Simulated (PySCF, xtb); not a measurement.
H₆Si₂, SMILES [SiH3][SiH3] (connectivity only; charge and spin as stated), charge -1, multiplicity 2.

Harmonic wavenumbers (cm⁻¹) from GFN2-xTB run with xtb at its own minimum, in rising order: 180, 318, 370, 455, 528, 551, 783, 788, 924, 972, 975, 976, 1381, 1440, 1783, 1796, 1815, 1817.

Task: What does PySCF with PBE-D3(BJ)/def2-SVPD give at its own minimum? (The exact figures need the calculation; the answer reports its results.)

Result: 163, 231, 238, 275, 493, 531, 804, 837, 874, 881, 903, 913, 1642, 1721, 1995, 2001, 2001, 2016. Paired by order, the mean absolute difference is 120 cm⁻¹ and the zero-point energies are 25.5 and 26.5 kcal/mol.
